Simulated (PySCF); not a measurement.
# ClMg: the cost of one run

Programs: PySCF 2.14.0, with density-fitted response routines of our own. Each step states its level of theory. These are calculated values for one molecule in the gas phase, unless marked as measured. Atoms are numbered from 0 throughout.

## (1) The starting structure

2 atoms, charge 0, multiplicity 2; geometry from: GFN2-xTB.

Bonds of the start (Å): Mg0–Cl1 2.16.

## (2) Relaxing the molecule at PBE0-D3(BJ)/def2-TZVP

Job settings and geometry (Å):

```
{"job": {"xc": "PBE0", "basis": "def2-TZVP", "d3": "d3bj", "grid": 2, "kind": "geom"}, "charge": 0, "multiplicity": 2}
Mg     0.000000     0.000000     0.000000
Cl     0.000000     0.000000     2.162940
```

Q: Estimate the wall time of this first job on 2 threads of Intel Xeon at 2.50GHz (Skylake/Cascade Lake), shared host.

About 16 s.
